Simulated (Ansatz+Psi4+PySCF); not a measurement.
doublet LiH(+): levels of theory in one basis

```xyz
2

Li    0.0000    0.0000    0.4920
H     0.0000    0.0000   -1.4760
```

Basis set: cc-pVTZ on H; cc-pCVTZ on Li (spherical functions). All electrons are correlated. Correlation on ROHF uses semicanonical orbitals with singles. Charge 1, multiplicity 2.

Computed with Ansatz (development build ahead of 0.2.0) and Psi4 1.11; each method stands on the lowest determinant of its kind that the runs found.

| method | E − E(ROHF) (eV) | <S²> of the determinant |
| --- | --- | --- |
| ROHF | 0.00 | 0.75 |
| ROHF-CCSD | -1.10 | – |
| ROHF-CCSD(T) | -1.10 | – |

Problem. What does ROHF-MP2 give on the same scale?

Solution. -0.99 eV.
